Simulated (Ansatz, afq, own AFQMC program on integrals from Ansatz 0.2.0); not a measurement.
**Where AFQMC and coupled cluster stand for Cl⁺, triplet**

A free Cl cation.

Basis cc-pVQZ. Only valence electrons are correlated. Integrals, coupled cluster, full CI and functionals: Ansatz 0.2.0; the random walks run on the same integrals in our own AFQMC program. ph-AFQMC/CISD is guided by a CISD state made of CCSD amplitudes; releasing the constraint for a short imaginary time cuts its bias at the price of noise, slowly where states lie close. Free AFQMC starts from the CCSD state and is never constrained. Its projection time is finite, and what remains of the start isn't in its error. Error bars are statistical, one sigma.

Determinant: UHF, the one that the program's search chose, which needn't be the lowest solution.

Full CI is exact in this basis; its frozen core comes from its own orbitals, which moves totals by up to a few meV.

Cautions: full CI with its own frozen core.

```
T1 diagnostic                               : 0.0090
weight of the determinant in the CISD state : 0.939
⟨S²⟩ of the determinant                     : 2.011
size of the correlated space                : 6 electrons in 54 orbitals
```

| level | correlation energy (eV) |
| --- | --- |
| MP2 | -3.6839 |
| CCSD | -4.3131 |
| CCSD(T) | -4.4549 |

Q: Estimate where full CI lies against CCSD(T) in the same basis.

A: 0.46 kcal/mol below CCSD(T).

Reference: full CI, correlation energy -4.475 eV. The released energy is read at 2.40 1/Eh (meV from the phaseless value at times in 1/Eh: -2.2 ± 1.5 at 0.24, -4.8 ± 1.1 at 0.51, -7.2 ± 1.2 at 0.99, -10.6 ± 1.3 at 1.62, -9.0 ± 1.4 at 2.40).

| level | E − E(reference) (kcal/mol) | share of correlation (%) |
| --- | --- | --- |
| CCSD(T) | 0.46 | 99.55 |
| CCSDT | 0.01 | 99.99 |
| CCSDT(Q) | -0.08 | 100.07 |
| ph-AFQMC/HF | 1.42 ± 0.38 | 98.63 |
| ph-AFQMC/CISD | 0.13 ± 0.05 | 99.87 |
| released AFQMC | -0.07 ± 0.03 | 100.07 |
| free AFQMC | -0.20 ± 0.05 | 100.19 |

CCSDT and higher add their correlation energy to the determinant of the CCSD(T) run, since their own runs factorise the integrals more tightly (a shift of under 2 meV). Free projections are given only where their last times agree within the noise and don't stop above the reference; a slow remainder of the start can still hide under it. A walk keeps the symmetry of its determinant, which the program's search chose and which needn't be the lowest solution, so a lower state of the same spin and another symmetry isn't excluded. Released energies are given only where the last usable release times agree within the noise; a slower fall can still hide under it.
